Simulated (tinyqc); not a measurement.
Worked calculation: Born-Oppenheimer dynamics on the UHF/sto-6g surface (energies and gradients from PySCF), for NH3+, spin multiplicity 2. Computed by tinyqc, a small Python program that keeps every step (integrals from PySCF). Settings: charge = 1, multiplicity = 2, basis = sto-6g, time step (fs) = 0.2, steps = 16. Command: `OMP_NUM_THREADS=1 python tinyqc.py 20546 20547 out.jsonl` (the two numbers bound the seeds that draw the settings). One thread of a shared host (Intel(R) Xeon(R) Processor @ 2.60GHz), about 4 s of CPU time with the checks.

positions (bohr):
```
            x          y          z
1N   0.060471   0.020787   0.449755
2H   1.836814  -0.011338  -0.011338
3H  -0.907069   1.545796   0.069920
4H  -1.009114  -1.574142   0.018897
```

The total energy should stay constant up to terms of order dt^2; the step counts as short enough if it moves by less than 2 % of the largest kinetic energy.

Trajectory:
```
time (fs)  1N-2H (angstrom)  potential (hartree)  kinetic (hartree)  total (hartree)
0.000000           0.971301         -55.71367324         0.00010876     -55.71356447
0.200000           0.972200         -55.71399792         0.00043080     -55.71356712
0.400000           0.975223         -55.71509931         0.00152392     -55.71357539
0.600000           0.980276         -55.71684631         0.00325842     -55.71358789
0.800000           0.987204         -55.71903992         0.00543730     -55.71360261
1.000000           0.995804         -55.72144396         0.00782654     -55.71361741
1.200000           1.005832         -55.72381829         0.01018786     -55.71363043
1.400000           1.017018         -55.72594808         0.01230774     -55.71364034
1.600000           1.029080         -55.72766491         0.01401842     -55.71364649
1.800000           1.041729         -55.72885804         0.01520923     -55.71364881
2.000000           1.054686         -55.72947650         0.01582880     -55.71364769
2.200000           1.067681         -55.72952393         0.01588013     -55.71364380
2.400000           1.080465         -55.72904914         0.01541125     -55.71363789
2.600000           1.092809         -55.72813445         0.01450372     -55.71363073
2.800000           1.104506         -55.72688405         0.01326105     -55.71362300
3.000000           1.115373         -55.72541338         0.01179813     -55.71361524
3.200000           1.125252         -55.72384029         0.01023240     -55.71360788
```

Is the time step short enough?

Yes. The total energy moves within 8.4e-05 hartree, under 2 % of the largest kinetic energy.
